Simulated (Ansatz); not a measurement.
Basis-set series for C3O2 (`O=C=C=C=O`). Charge 0, multiplicity 1. All single points use the PBE0-D4/def2-TZVP geometry.

```tsv
functional	basis	functions	energy (Eh)	HOMO (eV)	LUMO (eV)
PBE0-D4	def2-SVP	70	-264.23663	-8.33	-1.67
PBE0-D4	def2-QZVPP	285	-264.55190	-8.43	-1.81
ωB97M-V	def2-SVP	70	-264.44706	-10.31	0.55
ωB97M-V	def2-QZVPP	285	-264.76932	-10.46	0.35
```

Question: Give the rows for def2-TZVPP. (Estimate.)

Answer: The calculation gave: 
```tsv
functional	basis	functions	energy (Eh)	HOMO (eV)	LUMO (eV)
PBE0-D4	def2-TZVPP	155	-264.53865	-8.41	-1.78
ωB97M-V	def2-TZVPP	155	-264.75740	-10.43	0.39
```

Positive LUMOs are unbound and depend on the basis.

Program: Ansatz 0.2.0.
